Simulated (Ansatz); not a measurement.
**What each rung costs, and what it gives**

Saddle point of CH6SSi, closed shell (CH₆SSi ([CH3][SiH2][SH]) → CH₄Si ([CH2][SiH2]) + H₂S; bonds formed: S2–H4; bonds broken: Si1–S2, C3–H4), PBE0-D4/def2-TZVP structure:

```xyz
9
angstrom
Si -0.7011 0.5419 0.3365
S 0.8807 0.6667 -1.7162
C -0.2685 -1.0925 0.6996
H 0.6440 -0.5095 -0.8422
H -1.9227 0.8804 -0.4273
H -0.1126 1.7039 1.0415
H 1.9026 1.0527 -0.9357
H 0.4763 -1.3243 1.4529
H -0.8986 -1.9195 0.3910
```

Barriers are electronic and count from the start structure reached by relaxing down the imaginary mode.

Computed with Ansatz 0.2.0 (basis: as named in each row); correlated methods freeze the cores. B3LYP uses VWN-RPA correlation. Extrapolation: Hartree–Fock as exp(−7.88 √X), correlation as X^−2.97.

Times are rough, for one single point on 2 threads of a shared host (AMD EPYC 9R14).

The estimate by CCSD(T) at an estimated basis limit (MP2 extrapolated from triple and quadruple zeta, plus CCSD(T) − MP2 in triple zeta) is 79.04 kcal/mol.

| method | basis | time (s) | barrier (kcal/mol) | method less estimate |
| --- | --- | --- | --- | --- |
| SPW92 | def2-TZVPP | under 1 | 67.25 | -11.80 |
| PBE-D4 | def2-TZVPP | 1 | 69.74 | -9.31 |
| BLYP-D4 | def2-TZVPP | 1 | 70.36 | -8.69 |
| B3LYP-D4 | def2-TZVPP | 2 | 75.80 | -3.25 |
| BHLYP-D4 | def2-TZVPP | 2 | 83.18 | 4.13 |
| PBE0-D4 | def2-TZVPP | 2 | 76.25 | -2.79 |
| CAM-B3LYP-D4 | def2-TZVPP | 2 | 79.56 | 0.51 |
| r2SCAN-D4 | def2-TZVPP | 3 | 74.88 | -4.17 |
| RPA on PBE | def2-TZVPP | 3 | 77.46 | -1.58 |
| r2SCAN0-D4 | def2-TZVPP | 3 | 79.04 | 0.00 |
| B2PLYP | def2-TZVPP | 3 | 77.87 | -1.18 |
| PBE-QIDH | def2-TZVPP | 4 | 80.52 | 1.47 |
| B97M-V | def2-TZVPP | 4 | 77.61 | -1.44 |
| wB97X-V | def2-TZVPP | 5 | 81.58 | 2.53 |
| wB97M-V | def2-TZVPP | 6 | 78.68 | -0.36 |
| MP2 | def2-QZVPP | 12 | 78.61 | -0.44 |
| CCSD(T) | def2-TZVPP | 28 | 79.16 | 0.12 |

All methods are single points on the PBE0-D4 structures.

The T1 diagnostic stays at or below 0.014.

Labels in which every atom is bracketed show which atoms are joined, not bond orders.
